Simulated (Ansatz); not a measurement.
The input, for Ansatz 0.2.0:

```yaml
crystal:
  periodic: [false, false, false]
  atoms:
    - {symbol: B, position_ang: [0.000000, 0.000000, 0.095674]}
    - {symbol: C, position_ang: [0.000000, 0.000000, -1.368483]}
    - {symbol: H, position_ang: [0.000000, 0.000000, 1.272810]}
basis:
  gaussian: {orbitals: 6-31G}
magnetization: {spin_polarized: true, initial_magnetization: 0}
hamiltonian: {xc: {name: PBE0}}
correlation: {method: ccsdt_q, electrons: all}
scf: {lower_state_search: full}
output: {forces: true}
```

```sh
$ ansatz run in.yaml --threads 1 --pin off --events-out ev --progress --plain --max-ram 2393MiB
```

Q: Roughly how long does this take on 1 thread of Arm Neoverse V1, shared host, and how much host memory?

A: 33 s wall and 0.38 GiB.

```
443 factors; integrals over basis functions are off by at most 8.5e-8 eV
mean field evaluation 1: about -1718.0677 eV, gradient 1.2e1 eV
mean field evaluation 2: about -1718.0630 eV, gradient 1.2e1 eV
mean field evaluation 4: about -1719.0250 eV, gradient 1.3e0 eV
mean field evaluation 8: about -1719.0382 eV, gradient 1.0e-2 eV
mean field evaluation 16: about -1719.1864 eV, gradient 9.3e-1 eV
mean field evaluation 32: about -1719.9135 eV, gradient 7.0e-7 eV
mean field evaluation 64: about -1719.9087 eV, gradient 1.9e-1 eV
mean field evaluation 96: about -1719.8222 eV, gradient 2.7e0 eV
mean field -1719.91351193 eV, -63.2056557641 hartree, gradient 3.2e-7 eV, S^2 1.000000; 10 other end points of the search recorded, 0 dependent functions left out
reference -1711.48410462 eV, -62.8958807593 hartree; 6, 6 occupied and 14, 14 virtual orbitals, 443 factors
second order -2.82042058 eV of doubles, -0.12254518 eV of singles
cycle   1  -3.30050451 eV  change   -3.6e-1 eV  update   6.7e-2
cycle   2  -3.58057576 eV  change   -2.8e-1 eV  update   3.6e-2
...
cycle  16  -4.01128789 eV  change   -6.1e-4 eV  update   6.7e-5
cycle  17  -4.01131870 eV  change   -3.1e-5 eV  update   1.4e-5
cycle  18  -4.01130070 eV  change    1.8e-5 eV  update   7.1e-6
cycle  19  -4.01130024 eV  change    4.6e-7 eV  update   3.3e-6
cycle  20  -4.01129912 eV  change    1.1e-6 eV  update   1.6e-6
cycle  21  -4.01129853 eV  change    5.9e-7 eV  update   6.3e-7
cycle  22  -4.01130041 eV  change   -1.9e-6 eV  update   3.3e-7
cycle  23  -4.01130169 eV  change   -1.3e-6 eV  update   1.7e-7
cycle  24  -4.01130078 eV  change    9.2e-7 eV  update   1.4e-7
cycle  25  -4.01130088 eV  change   -1.1e-7 eV  update   6.8e-8
perturbative correction -0.05069629 eV, -0.0018630542 hartree
WARN: the results are in doubt because among natural orbitals full CI differs from the method by +0.753 eV
the calculation of the forces begins
Total energy: -1715.54610179 eV, -63.0451564020 hartree
Atom 0 at     0.000000     0.000000     0.095674 Å, force    -0.000000    -0.000000     0.646662 eV/Å
Atom 1 at     0.000000     0.000000    -1.368483 Å, force     0.000000     0.000000    -0.975102 eV/Å
Atom 2 at     0.000000     0.000000     1.272810 Å, force     0.000000     0.000000     0.328441 eV/Å
Dipole moment:     0.000000    -0.000000     0.519251 e Å
In doubt: among natural orbitals full CI differs from the method by +0.753 eV
```

Forces (eV/Å):
```
B    0.000  0.000  0.647
C    0.000  0.000 -0.975
H    0.000  0.000  0.328
```
